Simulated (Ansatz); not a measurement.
fcc Rh, treated with r²SCAN in Ansatz (PAW).

Run with plane-wave cutoff 600 eV, 30×30×30 k mesh, Fermi–Dirac smearing 0.061 eV (set by the program), no spin polarisation, scalar-relativistic PAW data made under PBE.

Computed at the level's own relaxed cell.

Elastic tensor (GPa, Voigt notation, ions relaxed):

```
  447.3   199.1   199.1     0.0     0.0     0.0
  199.1   447.3   199.1     0.0     0.0     0.0
  199.1   199.1   447.3     0.0     0.0     0.0
    0.0     0.0     0.0   197.4     0.0     0.0
    0.0     0.0     0.0     0.0   197.4     0.0
    0.0     0.0     0.0     0.0     0.0   197.4
```

Worked from these constants: the tetragonal shear constant is C′ = (C11 − C12)/2 = 124.1 GPa against C44 = 197.4 GPa, so the tetragonal shear is the softer. The Zener ratio C44/C′ is 1.59 (1 for an isotropic solid), and the Cauchy pressure C12 − C44 is 1.7 GPa. With C11 + 2C12 = 845.5 GPa all three Born conditions hold; they don't test modes at the zone boundary.

Measured, for comparison: elastic constant C11 413 GPa, elastic constant C12 194 GPa, elastic constant C44 184 GPa (temperature not stated, not corrected to a static lattice; as tabulated in Mehl and Papaconstantopoulos (1996), arXiv:mtrl-th/9602003). Computed (rounded) less measured: elastic constant C11 +8 %, elastic constant C12 +3 %, elastic constant C44 +7 %. A static lattice is as a rule a little smaller and stiffer than an uncorrected measurement, which can account for part of this.

Static lattice: no zero-point or thermal effects.

Ansatz is a first-principles code.
